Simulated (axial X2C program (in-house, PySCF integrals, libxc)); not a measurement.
## Low determinants of LiS⁺ at the PBE0 level, scalar-relativistic

Computed with an axial X2C code built on PySCF integrals. Spin-free means the one-electron spin-free X2C Hamiltonian. Basis: S dyall-v3z [8s7p2d1f], Li dyall-v3z [7s8p2d] (cores contracted in-house); Gaussian nuclei, density fitting, unrestricted open shells. Masses: S 31.972 u, Li 7.016 u.

Search at 2.467 Å (vertical energies from the lowest determinant):

| ΔE (eV) | state | electrons beyond evenly filled partner blocks | electrons in σ, π, δ, φ |
| --- | --- | --- | --- |
| 0.00 | M_S = 1, Λ = 0 | π+α, π-α | 12 6 0 0 |
| 0.83 | M_S = 1, Λ = 1 | σα, π+α, π+β, π-α | 11 7 0 0 |
| 1.20 | M_S = 0, Λ = 1 | σβ, π+α, π+β, π-α | 11 7 0 0 |
| 1.28 | M_S = 0, Λ = 0 | π+β, π-α | 12 6 0 0 |
| 1.28 | M_S = 0, Λ = 2 | π+α, π+β | 12 6 0 0 |
| 6.88 | M_S = 2, Λ = 0 | 2 × σα, π+α, π-α | 12 6 0 0 |

Lowest determinant, M_S = 1, Λ = 0 (beyond evenly filled blocks: π+α, π-α): Re = 2.456 Å, ωe = 347.7 cm⁻¹.

The determinant in row 2 of the search, M_S = 1, Λ = 1 (beyond evenly filled blocks: σα, π+α, π+β, π-α), was followed along the bond at PBE0; measured from the minimum of the lowest determinant it gives:

Te = 0.809 eV (6522 cm⁻¹), Re = 2.646 Å, ωe = 193.9 cm⁻¹.

Compare the bond of the determinant in row 2 with that of the lowest one.

At PBE0 its Re is 0.190 Å longer and its force constant, which goes as ωe², is 0.31 times that of the lowest determinant. T0 ≈ Te + Δωe/2 = 6522 + (-77) = 6445 cm⁻¹.

The search compares states at one distance, so a state with another bond length can lie lower; it is not exhaustive and yields mostly the lowest determinant of each block pattern, so other components and higher states of one pattern are missing. These are energies of single determinants, not of spin-adapted states; PBE0 term energies can be off by some tenths of an eV, and the functional has no current term.
